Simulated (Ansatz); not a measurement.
BCl (`[B]Cl`) at its PBE0-D4/def2-TZVP geometry, where that method's forces vanish. The species carries charge 0 and has multiplicity 1.

| atom | x (Å) | y (Å) | z (Å) |
| --- | --- | --- | --- |
| B1 | -0.046 | 0.633 | 0.579 |
| Cl2 | 0.046 | -0.633 | -0.579 |

Task: For each bond, give half the difference of the two atoms' forces along it (eV/Å; positive pushes the atoms apart) under PBE-D4, r2SCAN-D4, B3LYP-D4, ωB97M-V in def2-TZVPP. (Estimate.)

Result: The calculation gave: 
```csv
bond,length (Å),PBE-D4,r2SCAN-D4,B3LYP-D4,ωB97M-V
B1–Cl2,1.718,0.29,0.13,0.08,-0.03
```

B3LYP here is the variant with VWN-RPA as its local correlation; programs differ in this.

Results of the Gaussian-basis code of Ansatz.
